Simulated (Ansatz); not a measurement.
## Ansatz (development build ahead of 0.2.0) run

```yaml
crystal:
  periodic: [false, false, false]
  atoms:
    - { symbol: C, position_ang: [0.06701, 0.01695, -0.02762] }
    - { symbol: C, position_ang: [1.40623, -0.04489, 0.06997] }
    - { symbol: C, position_ang: [-0.77688, 1.24367, -0.05417] }
    - { symbol: C, position_ang: [-0.65145, -1.19225, 0.08477] }
    - { symbol: H, position_ang: [2.01972, -0.87973, -0.00289] }
    - { symbol: H, position_ang: [2.04145, 0.8759, -0.03254] }
    - { symbol: H, position_ang: [-1.6995, 1.29454, 0.01158] }
    - { symbol: H, position_ang: [-0.17605, 2.20001, 0.1093] }
    - { symbol: H, position_ang: [-1.86131, -1.22597, 0.04008] }
    - { symbol: H, position_ang: [-0.19162, -2.22372, -0.02776] }
basis:
  gaussian: { orbitals: "6-31G" }
magnetization:
  spin_polarized: true
  initial_magnetization: 2
hamiltonian:
  xc: hf
correlation:
  method: mp2
  frozen_orbitals: { C: 1, H: 0 }
```

The input is written out in the form of the current development build from the run's settings.

The run gave:

```yaml
Converged: yes
Reference_energy: -154.79114 hartree
Correlation_energy: -0.29644 hartree
Total_energy: -155.08758 hartree
Spin_squared_of_the_determinant: 2.217
```

Caution: the unrestricted determinant is spin contaminated.
